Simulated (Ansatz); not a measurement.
# N₂H₃ (quartet): correlated methods under varied settings at distance N1–H4 along a hydrogen transfer = 0.942 Å

What do other methods and options give for N₂H₃ (quartet) at this geometry, and how long do they take?

Program: Ansatz 0.2.0, Gaussian basis. Level of theory: the settings change from run to run. These are calculated values, not measurements.

7 further runs of the same task are left out: 6 that didn't finish, 1 set aside as unsound or not needed.

**1. The geometry**

The geometry derives from fragments relaxed apart (PBE0/def2-TZVP) and kept rigid, so it is no stationary point. A hydrogen atom is moved between rigid fragments.

5 atoms, charge 0, spin multiplicity 4.

Atoms are counted from 1 here; the program's logs count them from 0.

Bond lengths: N1–H2 1.012 Å, N1–H3 1.012 Å, N1–H4 0.942 Å. Angles: H2–N1–H3 107.1°, H2–N1–H4 107.1°, H3–N1–H4 107.1°.

**2. CCSD(T) on UHF/6-31G**

in.yaml

```yaml
crystal:
  periodic: [false, false, false]
  atoms:
    - {symbol: N, position_ang: [-1.070906, -0.018366, -0.028586]}
    - {symbol: H, position_ang: [-1.368185, 0.949467, -0.028586]}
    - {symbol: H, position_ang: [-1.368185, -0.420665, 0.851673]}
    - {symbol: H, position_ang: [-0.128906, -0.018366, -0.028587]}
    - {symbol: N, position_ang: [1.277094, -0.018365, -0.028587]}
basis:
  gaussian: {orbitals: 6-31G, point_charges: [{charge: 0.50, position_ang: [3.941, 0.328, -0.391]}]}
magnetization: {spin_polarized: true, initial_magnetization: 3}
correlation: {method: ccsd_t, electrons: outside_noble_gas, diis_vectors: 1}
output: {forces: true}
```

The run is started by

```console
> ansatz run in.yaml --threads 1 --pin off --events-out ev --progress --plain --max-ram 2393MiB
```

The program printed, cut to the lines that bear on the results:

```text
Functional definition: HF
  name "HF"
  cite "Fock, Z. Phys. 61, 126 (1930) doi:10.1007/BF01340294"
  parent pbe
[...]
360 factors; integrals over basis functions are off by at most 2.4e-4 eV
[...]
mean field -3006.69806977 eV, -110.4941160509 hartree, gradient 3.7e-6 eV, S^2 3.759555; 0 other end points of the search recorded, 0 dependent functions left out
2 core orbitals not correlated: weight in the atoms' cores, before any rotation towards them, 1.000 or more for the frozen orbitals, at most 0.000 for the correlated occupied ones
reference -3006.69806977 eV, -110.4941160509 hartree; 8, 5 occupied and 14, 17 virtual orbitals, 360 factors
second order -3.95687941 eV of doubles, -0.00000000 eV of singles
cycle   1  -4.30263858 eV  change   -3.5e-1 eV  update   5.0e-2
[...]
cycle  21  -4.52380776 eV  change   -5.7e-7 eV  update   2.7e-6
perturbative correction -0.05662766 eV, -0.0020810283 hartree
[...]
Total energy: -3011.27850519 eV, -110.6624439478 hartree
Atom 0 at    -1.070906    -0.018366    -0.028586 Å, force    -5.112791     0.439652     0.680331 eV/Å
Atom 1 at    -1.368185     0.949467    -0.028586 Å, force    -0.594104     0.504523    -0.383315 eV/Å
Atom 2 at    -1.368185    -0.420665     0.851673 Å, force    -0.593897    -0.565534     0.292334 eV/Å
Atom 3 at    -0.128906    -0.018366    -0.028587 Å, force     2.647764    -0.407384    -0.615368 eV/Å
Atom 4 at     1.277094    -0.018365    -0.028587 Å, force     3.723586     0.052159     0.028152 eV/Å
Dipole moment:    -0.005071     0.226017     0.369919 e Å
```

It took 0.85 s on 1 thread of Arm Neoverse V2, shared host.

From the report: ⟨S²⟩ of the determinant 3.760 (pure quartet: 3.75); correlation -4.5804 eV; T1 0.016; largest double amplitude 0.04.

**3. CCSD on ROHF/cc-pVDZ**

in.yaml

```yaml
crystal:
  periodic: [false, false, false]
  atoms:
    - {symbol: N, position_ang: [-1.070906, -0.018366, -0.028586]}
    - {symbol: H, position_ang: [-1.368185, 0.949467, -0.028586]}
    - {symbol: H, position_ang: [-1.368185, -0.420665, 0.851673]}
    - {symbol: H, position_ang: [-0.128906, -0.018366, -0.028587]}
    - {symbol: N, position_ang: [1.277094, -0.018365, -0.028587]}
basis:
  gaussian: {orbitals: cc-pVDZ}
magnetization: {spin_polarized: false, initial_magnetization: 3}
correlation: {method: ccsd, electrons: all}
accuracy: high
```

Same command.

The program printed, cut to the lines that bear on the results:

```text
Functional definition: HF
  name "HF"
  cite "Fock, Z. Phys. 61, 126 (1930) doi:10.1007/BF01340294"
  parent pbe
[...]
919 factors; integrals over basis functions are off by at most 3.5e-9 eV
[...]
mean field -3007.73082592 eV, -110.5320691394 hartree, gradient 1.7e-8 eV, S^2 3.750000; 0 other end points of the search recorded, 0 dependent functions left out
[...]
reference -3007.73082592 eV, -110.5320691394 hartree; 10, 7 occupied and 33, 36 virtual orbitals, 919 factors
second order -7.35154228 eV of doubles, -0.07403979 eV of singles
cycle   1  -8.05054231 eV  change   -6.2e-1 eV  update   5.2e-2
[...]
cycle  23  -8.29184619 eV  change   8.9e-10 eV  update  8.2e-10
Total energy: -3016.02267211 eV, -110.8367888665 hartree
```

Run time: 2.1 s. Hardware: 1 thread of Arm Neoverse V2, shared host.

From the report: correlation -8.2918 eV; T1 0.015; largest double amplitude 0.04.

**4. BCCD(T) on ROHF/def2-SVP**

Changes to in.yaml since step 3:

```diff
@@ -9,5 +9,5 @@
 basis:
-  gaussian: {orbitals: cc-pVDZ}
+  gaussian: {orbitals: def2-SVP}
 magnetization: {spin_polarized: false, initial_magnetization: 3}
-correlation: {method: ccsd, electrons: all}
-accuracy: high
+correlation: {method: bccd_t, electrons: all}
+output: {forces: true}
```

Same command.

The program printed, cut to the lines that bear on the results:

```text
Functional definition: HF
  name "HF"
  cite "Fock, Z. Phys. 61, 126 (1930) doi:10.1007/BF01340294"
  parent pbe
[...]
441 factors; integrals over basis functions are off by at most 1.2e-3 eV
[...]
mean field -3004.94864661 eV, -110.4298259355 hartree, gradient 7.7e-7 eV, S^2 3.750000; 0 other end points of the search recorded, 0 dependent functions left out
[...]
reference -3004.94864661 eV, -110.4298259355 hartree; 10, 7 occupied and 33, 36 virtual orbitals, 441 factors
second order -7.35858861 eV of doubles, -0.08290574 eV of singles
cycle   1  -8.05846923 eV  change   -6.1e-1 eV  update   5.1e-2
[...]
cycle  13  -8.26779680 eV  change    1.6e-6 eV  update   2.0e-6
perturbative correction -0.15617983 eV, -0.0057395029 hartree
[...]
Total energy: -3013.37262324 eV, -110.7394013669 hartree
Atom 0 at    -1.070906    -0.018366    -0.028586 Å, force    -5.732607    -0.230231    -0.358352 eV/Å
Atom 1 at    -1.368185     0.949467    -0.028586 Å, force    -0.149064     0.297044     0.079615 eV/Å
Atom 2 at    -1.368185    -0.420665     0.851673 Å, force    -0.149064    -0.051061     0.303259 eV/Å
Atom 3 at    -0.128906    -0.018366    -0.028587 Å, force     2.628020    -0.018358    -0.028577 eV/Å
Atom 4 at     1.277094    -0.018365    -0.028587 Å, force     3.402715     0.002606     0.004054 eV/Å
Dipole moment:     0.109838     0.175266     0.272803 e Å
```

It took 7 s on 1 thread of Arm Neoverse V2, shared host.

From the report: correlation -8.4240 eV; largest double amplitude 0.03.

**5. BCCD(T) on UHF/cc-pVDZ**

Changes to in.yaml since step 4:

```diff
@@ -9,5 +9,4 @@
 basis:
-  gaussian: {orbitals: def2-SVP}
-magnetization: {spin_polarized: false, initial_magnetization: 3}
-correlation: {method: bccd_t, electrons: all}
-output: {forces: true}
+  gaussian: {orbitals: cc-pVDZ, fitting: {mean_field: def2-universal-jkfit}}
+magnetization: {spin_polarized: true, initial_magnetization: 3}
+correlation: {method: bccd_t, electrons: outside_noble_gas}
```

Same command.

The program printed, cut to the lines that bear on the results:

```text
Functional definition: HF
  name "HF"
  cite "Fock, Z. Phys. 61, 126 (1930) doi:10.1007/BF01340294"
  parent pbe
[...]
208 factors; integrals over basis functions are off by at most 1.9e-1 eV
[...]
mean field -3007.84786318 eV, -110.5363701794 hartree, gradient 2.2e-6 eV, S^2 3.758393; 0 other end points of the search recorded, 0 dependent functions left out
2 core orbitals not correlated: weight in the atoms' cores, before any rotation towards them, 1.000 or more for the frozen orbitals, at most 0.000 for the correlated occupied ones
reference -3007.84786318 eV, -110.5363701794 hartree; 8, 5 occupied and 33, 36 virtual orbitals, 208 factors
second order -7.20240726 eV of doubles, -0.00000000 eV of singles
cycle   1  -7.83120765 eV  change   -6.3e-1 eV  update   5.1e-2
[...]
cycle  11  -8.05733753 eV  change   -6.6e-6 eV  update   1.0e-5
perturbative correction -0.15346317 eV, -0.0056396674 hartree
Total energy: -3016.05866388 eV, -110.8381115395 hartree
```

It took 0.93 s on 1 thread of Arm Neoverse V2, shared host.

From the report: ⟨S²⟩ of the determinant 3.758 (pure quartet: 3.75); correlation -8.2108 eV; largest double amplitude 0.04.

**6. CASSCF(5,4)/cc-pVDZ**

Changes to in.yaml since step 5:

```diff
@@ -9,4 +9,5 @@
 basis:
-  gaussian: {orbitals: cc-pVDZ, fitting: {mean_field: def2-universal-jkfit}}
-magnetization: {spin_polarized: true, initial_magnetization: 3}
-correlation: {method: bccd_t, electrons: outside_noble_gas}
+  gaussian: {orbitals: cc-pVDZ}
+magnetization: {spin_polarized: false, initial_magnetization: 3}
+correlation: {active_space: {window: {electrons: 5, orbitals: 4}}}
+scf: {lower_state_search: off}
```

The command is unchanged.

The program printed:

```text
Functional definition: HF
  name "HF"
  cite "Fock, Z. Phys. 61, 126 (1930) doi:10.1007/BF01340294"
  parent pbe
  exchange = exact_x
  correlation = 0
these checks for a lower state are left out or cut short: stability, starts, cluster_reference, orbital_swaps, neighbouring_geometries, increment
402 factors; integrals over basis functions are off by at most 1.1e-3 eV
mean field evaluation 1: about -3005.0277 eV, gradient 2.9e1 eV
mean field evaluation 2: about -3005.0658 eV, gradient 2.9e1 eV
mean field evaluation 4: about -3007.6504 eV, gradient 3.8e0 eV
mean field evaluation 8: about -3007.7288 eV, gradient 4.4e-1 eV
mean field evaluation 16: about -3007.7308 eV, gradient 6.4e-7 eV
mean field -3007.73078775 eV, -110.5320677365 hartree, gradient 6.4e-7 eV, S^2 3.750000; 0 other end points of the search recorded, 0 dependent functions left out
reference -3007.73078775 eV, -110.5320677365 hartree; 10, 7 occupied and 33, 36 virtual orbitals, 402 factors
state -3007.73078775 eV, -110.5320677365 hartree
Total energy: -3007.73078775 eV, -110.5320677365 hartree
Checks for a lower state left out: stability, starts, cluster_reference, orbital_swaps, neighbouring_geometries, increment
```

It took 0.16 s on 1 thread of Arm Neoverse V2, shared host.

From the report: 4 determinants; active occupations 2.00, 1.00, 1.00, 1.00. With so small a space the active step adds no correlation: the energy is the mean field's.

**7. MP2 on ROHF/STO-3G**

Changes to in.yaml since step 6:

```diff
@@ -9,5 +9,6 @@
 basis:
-  gaussian: {orbitals: cc-pVDZ}
+  gaussian: {orbitals: STO-3G}
 magnetization: {spin_polarized: false, initial_magnetization: 3}
-correlation: {active_space: {window: {electrons: 5, orbitals: 4}}}
+correlation: {method: mp2, electrons: outside_noble_gas}
+accuracy: high
 scf: {lower_state_search: off}
```

Same command.

The program printed, cut to the lines that bear on the results:

```text
Functional definition: HF
  name "HF"
  cite "Fock, Z. Phys. 61, 126 (1930) doi:10.1007/BF01340294"
  parent pbe
[...]
203 factors; integrals over basis functions are off by at most 1.5e-8 eV
[...]
mean field -2969.25265757 eV, -109.1180225338 hartree, gradient 1.4e-8 eV, S^2 3.750000; 0 other end points of the search recorded, 0 dependent functions left out
2 core orbitals not correlated: weight in the atoms' cores, before any rotation towards them, 1.000 or more for the frozen orbitals, at most 0.000 for the correlated occupied ones
reference -2969.25265757 eV, -109.1180225338 hartree; 8, 5 occupied and 3, 6 virtual orbitals, 203 factors
second order -1.26784526 eV of doubles, -0.02476716 eV of singles
Total energy: -2970.54526999 eV, -109.1655251641 hartree
Checks for a lower state left out: stability, starts, cluster_reference, orbital_swaps, neighbouring_geometries, increment
```

It took 0.06 s on 1 thread of Arm Neoverse V2, shared host.

**8. CCSD on UHF/cc-pVDZ**

Changes to in.yaml since step 7:

```diff
@@ -9,6 +9,6 @@
 basis:
-  gaussian: {orbitals: STO-3G}
-magnetization: {spin_polarized: false, initial_magnetization: 3}
-correlation: {method: mp2, electrons: outside_noble_gas}
-accuracy: high
-scf: {lower_state_search: off}
+  gaussian: {orbitals: cc-pVDZ}
+magnetization: {spin_polarized: true, initial_magnetization: 3}
+correlation: {method: ccsd, electrons: valence}
+scf: {lower_state_search: light}
+output: {forces: true}
```

Same command.

The program printed, cut to the lines that bear on the results:

```text
Functional definition: HF
  name "HF"
  cite "Fock, Z. Phys. 61, 126 (1930) doi:10.1007/BF01340294"
  parent pbe
[...]
402 factors; integrals over basis functions are off by at most 1.1e-3 eV
[...]
mean field -3007.84883806 eV, -110.5364060057 hartree, gradient 4.8e-6 eV, S^2 3.758391; 0 other end points of the search recorded, 0 dependent functions left out
2 core orbitals not correlated: weight in the atoms' cores, before any rotation towards them, 1.000 or more for the frozen orbitals, at most 0.000 for the correlated occupied ones
reference -3007.84883806 eV, -110.5364060057 hartree; 8, 5 occupied and 33, 36 virtual orbitals, 402 factors
second order -7.20361073 eV of doubles, -0.00000000 eV of singles
cycle   1  -7.82193623 eV  change   -6.2e-1 eV  update   5.1e-2
[...]
cycle  13  -8.06382158 eV  change    1.6e-6 eV  update   1.9e-6
[...]
Total energy: -3015.91265965 eV, -110.8327459830 hartree
Atom 0 at    -1.070906    -0.018366    -0.028586 Å, force    -5.788168    -0.353497    -0.550218 eV/Å
Atom 1 at    -1.368185     0.949467    -0.028586 Å, force    -0.179423     0.425840     0.120101 eV/Å
Atom 2 at    -1.368185    -0.420665     0.851673 Å, force    -0.179422    -0.067775     0.437231 eV/Å
Atom 3 at    -0.128906    -0.018366    -0.028587 Å, force     2.659521    -0.011167    -0.017384 eV/Å
Atom 4 at     1.277094    -0.018365    -0.028587 Å, force     3.487492     0.006600     0.010270 eV/Å
Dipole moment:     0.110862     0.167164     0.260192 e Å
```

Wall time 2.2 s (1 thread of Arm Neoverse V2, shared host).

From the report: ⟨S²⟩ of the determinant 3.758 (pure quartet: 3.75); correlation -8.0638 eV; T1 0.011; largest double amplitude 0.04.

**9. CCSDT on UHF/6-31G***

Changes to in.yaml since step 8:

```diff
@@ -9,6 +9,6 @@
 basis:
-  gaussian: {orbitals: cc-pVDZ}
+  gaussian: {orbitals: "6-31G*"}
 magnetization: {spin_polarized: true, initial_magnetization: 3}
-correlation: {method: ccsd, electrons: valence}
-scf: {lower_state_search: light}
-output: {forces: true}
+correlation: {method: ccsdt, electrons: outside_noble_gas, diis_vectors: 2}
+accuracy: high
+scf: {omitted_lower_state_checks: [cluster_reference]}
```

The command is unchanged.

The program printed, cut to the lines that bear on the results:

```text
Functional definition: HF
  name "HF"
  cite "Fock, Z. Phys. 61, 126 (1930) doi:10.1007/BF01340294"
  parent pbe
[...]
710 factors; integrals over basis functions are off by at most 2.1e-9 eV
[...]
mean field -3007.34875155 eV, -110.5180281652 hartree, gradient 4.5e-8 eV, S^2 3.758695; 0 other end points of the search recorded, 0 dependent functions left out
2 core orbitals not correlated: weight in the atoms' cores, before any rotation towards them, 1.000 or more for the frozen orbitals, at most 0.000 for the correlated occupied ones
reference -3007.34875155 eV, -110.5180281652 hartree; 8, 5 occupied and 26, 29 virtual orbitals, 710 factors
second order -6.72798464 eV of doubles, -0.00000000 eV of singles
cycle   1  -7.31631375 eV  change   -5.9e-1 eV  update   5.6e-2
[...]
cycle  40  -7.67963929 eV  change   4.0e-10 eV  update   1.2e-9
Total energy: -3015.02839083 eV, -110.8002497035 hartree
Checks for a lower state left out: cluster_reference
```

It took 16 s on 1 thread of Arm Neoverse V2, shared host.

From the report: ⟨S²⟩ of the determinant 3.759 (pure quartet: 3.75); correlation -7.6796 eV; T1 0.012; largest double amplitude 0.04.

**10. The runs in one table**

Where basis and cores are those of an earlier UCCSDT(Q)/cc-pVDZ run (-3016.0834 eV), and the state is the same kind, the miss against it is given.

```csv
level,correlated,functions,energy (eV),from UCCSDT(Q) (meV),time
CCSD(T) on UHF/6-31G (beside a point charge),outside noble gas,24,-3011.2785,,0.85 s
CCSD on ROHF/cc-pVDZ,all,43,-3016.0227,,2.1 s
BCCD(T) on ROHF/def2-SVP,all,43,-3013.3726,,7 s
BCCD(T) on UHF/cc-pVDZ,outside noble gas,43,-3016.0587,24.8,0.93 s
"CASSCF(5,4)/cc-pVDZ",,43,-3007.7308,8352.6,0.16 s
MP2 on ROHF/STO-3G,outside noble gas,13,-2970.5453,,0.06 s
CCSD on UHF/cc-pVDZ,valence,43,-3015.9127,170.8,2.2 s
CCSDT on UHF/6-31G*,outside noble gas,36,-3015.0284,,16 s
```

**11. Outcome**

```
quantity                       value
    runs                           8
quickest  MP2 on ROHF/STO-3G, 0.06 s
 slowest   CCSDT on UHF/6-31G*, 16 s
```

In words: Total energies in different bases, with other cores or another treatment of relativity can't be set against each other. CCSDT on UHF/6-31G* took 259 times as long as MP2 on ROHF/STO-3G; the jobs differ in more than the method. Among the correlated runs with a miss given, it spans +25 to +171 meV. Hartree-Fock, CASSCF and CASCI lack dynamic correlation by design.
